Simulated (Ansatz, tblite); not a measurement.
**The cluster IrO2+: a ladder of methods and basis sets**

One table from this session's results is given with a row withheld; the runs are named, their logs left out.

Program: Ansatz 0.2.0, Gaussian basis. Level of theory: as each input shows. These are calculated values, not measurements.

Levels to be run: GFN1-xTB, GFN2-xTB, PBE-D4/def2-TZVP, r2SCAN-D4/def2-TZVP, revPBE-D4/def2-TZVP, CAM-B3LYP-D4/def2-TZVP, HF/def2-TZVP, LDA/def2-TZVP, r2SCAN0-D4/def2-TZVP, PBE-D4/def2-SVP, PBE0-D4/def2-SVP, CCSD(T)/def2-TZVPP, MP2/def2-TZVP, RPA/def2-TZVP.

## The relaxed structure

The geometry is that of the singlet, from an earlier relaxation (B3LYP-D4/def2-TZVP). At that level it is the lowest of the isomers that a small search found.

3 atoms, charge 1, spin multiplicity 1.

Bond lengths: Ir1–O2 1.671 Å, Ir1–O3 1.671 Å. Angles: O2–Ir1–O3 143.6°.

Ir takes a core potential in the def2 sets. No spin-orbit coupling is included. The ion is computed in the gas phase, without counter-ions or solvent.

PBE0-D4/def2-TZVP was run before; its log isn't repeated, and its numbers join the tables.

The first run:

Tight binding, by tblite at 300 K electronic temperature and without a spin-polarisation term:

```python
tblite.interface.Calculator('GFN1-xTB', numbers, positions, charge=1, uhf=0).singlepoint()
```

Tight binding, by tblite at 300 K electronic temperature and without a spin-polarisation term:

```python
tblite.interface.Calculator('GFN2-xTB', numbers, positions, charge=1, uhf=0).singlepoint()
```

start.molden holds the orbitals of an earlier run on this state, given as this run's starting guess.

in.yaml

```yaml
crystal:
  periodic: [false, false, false]
  atoms:
    - {symbol: Ir, position_ang: [-0.147381, -0.313430, 0.030552]}
    - {symbol: O, position_ang: [1.509879, -0.519931, -0.028836]}
    - {symbol: O, position_ang: [-1.362498, 0.833362, -0.001716]}
basis:
  gaussian: {orbitals: def2-TZVP, initial_orbitals: start.molden}
total_charge: 1
hamiltonian: {xc: pbe, dispersion: d4}
scf: {omitted_lower_state_checks: [starts]}
output: {orbitals: {seedname: orbitals}}
```

The run is started by

```
$ ansatz run in.yaml --threads 4 --pin off --events-out ev --progress --plain --max-ram 3916MiB
```

Steps of the session up to this table: PBE-D4/def2-TZVP; r2SCAN-D4/def2-TZVP; revPBE-D4/def2-TZVP; CAM-B3LYP-D4/def2-TZVP; HF/def2-TZVP; LDA/def2-TZVP; r2SCAN0-D4/def2-TZVP; PBE-D4/def2-SVP; PBE0-D4/def2-SVP; CCSD(T)/def2-TZVPP; MP2/def2-TZVP; RPA/def2-TZVP.

One table of the session follows, with a row left open; its other results are not shown here.

It belongs to the step «Levels side by side». 

```
                 level  HOMO (eV)  LUMO (eV)  gap (eV)
          HF/def2-TZVP     -19.66      -9.59     10.07
         LDA/def2-TZVP     -14.91     -14.24      0.67
       PBE-D4/def2-SVP          ?          ?         ?
      PBE-D4/def2-TZVP     -14.67     -13.89      0.78
   revPBE-D4/def2-TZVP     -14.58     -13.76      0.81
   r2SCAN-D4/def2-TZVP     -14.92     -13.89      1.03
      PBE0-D4/def2-SVP     -16.39     -13.21      3.18
     PBE0-D4/def2-TZVP     -16.29     -13.07      3.22
  r2SCAN0-D4/def2-TZVP     -16.47     -13.09      3.38
CAM-B3LYP-D4/def2-TZVP     -17.79     -12.04      5.75
```

Q: Estimate the row for PBE-D4/def2-SVP from the others.

As computed: HOMO (eV): -14.74; LUMO (eV): -13.99; gap (eV): 0.75. In the column «HOMO (eV)» it lies between LDA/def2-TZVP (-14.91) and PBE-D4/def2-TZVP (-14.67).
